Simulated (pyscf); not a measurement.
5 gas-phase steps of one pattern: atom transfer on the doublet surface, Al–Cl or B–Cl or Cl–Ga broken and Cl–H formed. PySCF, gas phase, ωB97X-D3(BJ)/def2-SVP geometries. Correlated levels are frozen-core, on RHF or UHF. ΔMP2 is the change of the MP2 total energy from the triple- to the quadruple-zeta basis. Electronic energies in kcal/mol, from the separated reactants; ΔE‡ and ΔE at CCSD(T)/def2-TZVPP + ΔMP2(QZVPP). Rows were drawn at random from the steps of this pattern with a verified saddle, stable references and no exit in the data more than 5 kcal/mol lower.

```tsv
row	step	ΔE	ΔE‡
1	Cl–GaH–Cl + H• -> HCl + [Cl–GaH]•	-0.7	16.3
2	Cl–GaH₂ + H• -> HCl + GaH₂•	+4.2	?
3	Cl–Al(Cl)–Cl + H• → HCl + [Cl–Al–Cl]•	+10.2	21.5
4	H₂N–B(Cl)–Cl + H• → [H₂N–B–Cl]• + HCl	+15.2	27.2
5	HO–B(Cl)–Cl + H• → [HO–B–Cl]• + HCl	+15.3	28.4
```

### Question
From a straight line through the complete rows, estimate the missing barrier and say how far the line can be trusted.

### Answer
Over the 4 complete rows the means are +10.0 (ΔE) and 23.4 (ΔE‡); least squares gives b = 0.72 and a = 16.2 kcal/mol, with residuals of 1.2 kcal/mol (root mean square; largest 2.0, row 3). For row 2: 16.2 + 0.72 × (+4.2) = 19.2 kcal/mol. The computed barrier is 16.6 kcal/mol, 2.6 under the line. The line follows the complete rows closely. Each barrier is that of the saddle found. The CCSD(T) − MP2 part came from Ansatz, without density fitting, on the same reference. The frozen core leaves the outer d or s,p core shells of the metals and heavy elements correlated in the MP2 and CC values, and def2-TZVPP describes them poorly, which can shift differences by a few kcal/mol. Elements up to Kr have no core potential and no relativistic terms here.
